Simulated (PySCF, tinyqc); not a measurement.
A ladder of methods, and size consistency: correlation methods against full CI in the sto-3g basis, for LiH, spin multiplicity 1. Computed by the program tinyqc with PySCF. All electrons correlated; +Q is the Davidson correction (1 - c0^2) E_corr. The last columns treat two copies 100 angstrom apart as one system. FCI is the lowest singlet.

Geometry (angstrom):
```
atom       x       y       z
Li    0.0000  0.0000  0.0000
H     0.0000  0.0000  2.1600
```

RHF energy of one = -7.812766 hartree

Correlation energies (hartree):
```
method   E_corr of one  share of FCI (%)  E_corr of two at 100 angstrom  two minus twice one (mhartree)
MP2           -0.02015            55.923                       -0.04030                       -6.74e-05
CISD          -0.03600            99.923                       -0.06774                           4.265
CISD+Q        -0.03853           106.943                       -0.07504                           2.023
CCSD          -0.03601            99.937                       -0.07202                       -1.67e-04
CCSD(T)       -0.03603            99.989                       -0.07205                       -1.65e-04
FCI           -0.03603           100.000                              -                               -
```

What does the comparison show, and why?

MP2 recovers 56 %, CISD 99.9 % and CCSD 99.9 % of the FCI value (c0^2 = 0.930 in CISD). MP2 and coupled cluster are size consistent, so their last column vanishes but for a trace of long-range electrostatics; CISD loses 4.27 mhartree, since a double excitation on each copy is a quadruple of the pair, and the Davidson correction leaves +2.02. The restricted reference is unstable here: a spin-polarised solution lies 0.0030 hartree lower (PySCF), so results built on it describe a poor reference.
